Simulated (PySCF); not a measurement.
# HO+: geometry, coupled-cluster ionisations and excitations

Aim: predict the coupled-cluster ionisations and excitations of HO+ (`[OH+]`).

Computed with PySCF 2.14.0, with density-fitted response routines of our own, on a single molecule in the gas phase. Atoms count from 0, in the outputs and in this text.

## Step 1: Starting geometry

2 atoms, charge 1, multiplicity 1; geometry from: GFN2-xTB.

Bonds of the start (Å): O0–H1 1.05.

## Step 2: Geometry optimisation at PBE0-D3(BJ)/def2-TZVP

The job: settings as JSON, then the geometry in Å.

```
{"job": {"xc": "PBE0", "basis": "def2-TZVP", "d3": "d3bj", "grid": 2, "kind": "geom"}, "charge": 1, "multiplicity": 1}
O      0.000000     0.000000     0.000000
H      0.000000     0.000000     1.049630
```

**Question.** This job is followed by: EOM-CCSD/aug-cc-pVTZ, vertical, frozen core, gas phase. Predict these results of the whole session: point group; rotational constants (main isotopes); correlation energy, MP2 and CCSD; T1 diagnostic; first ionisation (EOM-IP-CCSD); lowest singlet (EOM-EE-CCSD).

**Answer**, as computed:

```
                            quantity               value
                         point group                 C∞v
rotational constants (main isotopes)  496.17, 496.17 GHz
    correlation energy, MP2 and CCSD     -4.60, -5.50 eV
                       T1 diagnostic              0.0066
      first ionisation (EOM-IP-CCSD)            28.59 eV
        lowest singlet (EOM-EE-CCSD)            -0.46 eV
```

What this shows: Over 2 steps the energy fell by 0.003 eV; of the close pairs, O0–H1 changed most, 1.050 to 1.036 Å. MP2 recovers 84 % of the CCSD correlation energy. For the hole of the first ionisation, Koopmans' theorem lies 0.74 eV above EOM-IP-CCSD.
